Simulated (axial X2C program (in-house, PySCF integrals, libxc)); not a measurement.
# Potential curves of AlCl⁺, 2c

Calculated with an in-house relativistic program for diatomic molecules. Two-component (2c) means X2C with spin–orbit coupling and atomic mean-field two-electron Coulomb and Gaunt terms. Basis: Cl dyall-av3z [9s8p3d2f], Al dyall-v3z [8s8p2d1f] (cores contracted in-house); Gaussian nuclei, density fitting, unrestricted open shells. Masses: Cl 34.969 u, Al 26.982 u.

State: Ω = 1/2 (⟨Sz⟩ = 0.50, ⟨Lz⟩ = 0.00 at HF). Energies in eV from the fragments at the same level (Cl + Al+). Fits are polynomials in 1 − R0/R over 0.85 to 1.23 times the lowest point R0.

```tsv
R (Å)	CCSD
1.8555	-1.1858
1.9167	-1.4499
1.9778	-1.5836
2.0390	-1.6182
2.1104	-1.5661
2.1817	-1.4441
2.2735	-1.2255
```

Correlated methods: 9 electrons correlated (number of frozen shells: Cl 2 s, 1 p; Al 2 s, 1 p), 169 virtual spin orbitals or spinors in MP2, 90 natural virtuals in coupled cluster.

The state is one determinant whose occupation by symmetry is held fixed; it was picked as the lowest of a PBE0 search that is not exhaustive. De is counted from the lowest determinant-based energies of the atoms at the same level, without counterpoise correction. CCSD ran in a truncated set of natural virtual spinors with an MP2 remainder; without triples it tends to underbind. Coupled cluster ran on the points near the minimum only. MP2 and coupled cluster on one determinant become unreliable at the stretched end.

Fit the CCSD curve near its minimum: give the equilibrium distance, the harmonic wavenumber and the well depth.

At CCSD, 2c: Re = 2.034 Å, ωe ≈ 602 cm⁻¹, De = 1.62 eV to Cl + Al+; Be follows as 0.268 cm⁻¹.
